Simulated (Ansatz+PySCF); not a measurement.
Values are calculated unless marked as measured or tabulated.
This PySCF input gave a total energy of -115.77427 hartree.

```python
from pyscf import gto, scf

mol = gto.M(atom="""
C -0.010680 -0.015810 -1.261560
C 0.039570 -0.021110 0.022100
C -0.000730 -0.047110 1.324520
H -0.040860 -0.962240 -1.861400
H 0.032900 0.937500 -1.837270
H -0.920150 0.010770 1.829000
H 0.926560 0.047190 1.887890
""", basis='def2-svp', charge=0, spin=0)
mf = scf.RHF(mol)
mf.init_guess = 'minao'
mf.kernel()
while True:  # follow internal instabilities
    mo, _, stable, _ = mf.stability(return_status=True)
    if stable: break
    mf.kernel(mf.make_rdm1(mo, mf.mo_occ))
print(mf.converged, mf.e_tot, mf.spin_square()[0])
```

(1) Write an input for Ansatz with the same method and basis set.

Answers

(1)

```yaml
crystal:
  periodic: [false, false, false]
  atoms:
    - { symbol: C, position_ang: [-0.01068, -0.01581, -1.26156] }
    - { symbol: C, position_ang: [0.03957, -0.02111, 0.0221] }
    - { symbol: C, position_ang: [-0.00073, -0.04711, 1.32452] }
    - { symbol: H, position_ang: [-0.04086, -0.96224, -1.8614] }
    - { symbol: H, position_ang: [0.0329, 0.9375, -1.83727] }
    - { symbol: H, position_ang: [-0.92015, 0.01077, 1.829] }
    - { symbol: H, position_ang: [0.92656, 0.04719, 1.88789] }
basis:
  gaussian: { orbitals: def2-SVP }
hamiltonian:
  xc: hf
```

Ansatz (development build ahead of 0.2.0) gave -115.77427 hartree, 0.03 meV from the first.
